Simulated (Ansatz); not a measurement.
# Al2H2: the cost of one run

Computed with Ansatz 0.2.0, Gaussian basis. Level: def2-QZVPP, core rule «outside noble gas», up to 10 orbitals frozen.

The runs, in order: UHF; ROHF; CCSD(T) on UHF.

2 further runs of the same task are left out: 2 set aside as unsound or not needed.

### Step 1. The geometry

The geometry is a PBE0/def2-TZVP stationary point (not a proven minimum) of the parent state, kept for this charge and spin.

4 atoms, charge 1, spin multiplicity 4.

Atoms are counted from 1 here; the program's logs count them from 0.

Bond lengths: Al1–Al2 2.545 Å, Al1–H3 1.589 Å, Al1–H4 1.589 Å. Angles: Al2–Al1–H3 116.8°, Al2–Al1–H4 116.8°, H3–Al1–H4 126.5°.

### Step 2. UHF

File in.yaml:

```yaml
crystal:
  periodic: [false, false, false]
  atoms:
    - {symbol: Al, position_ang: [0.000000, 0.000000, -1.200958]}
    - {symbol: Al, position_ang: [0.000000, 0.000000, 1.344142]}
    - {symbol: H, position_ang: [0.000000, 1.418400, -1.916458]}
    - {symbol: H, position_ang: [0.000000, -1.418400, -1.916458]}
basis:
  gaussian: {orbitals: "def2-QZVPP.json"}
total_charge: 1
magnetization: {spin_polarized: true, initial_magnetization: 3}
hamiltonian: {xc: hf}
output: {orbitals: {seedname: orbitals}}
```

Started as:

```bash
$ ansatz run in.yaml --threads 1 --pin off --events-out ev --progress --plain --max-ram 4096MiB --backend cpu
```

What time and memory should one allow on 1 thread of AMD EPYC 7R13, shared host?

About 30 s, with a peak of 0.52 GiB.
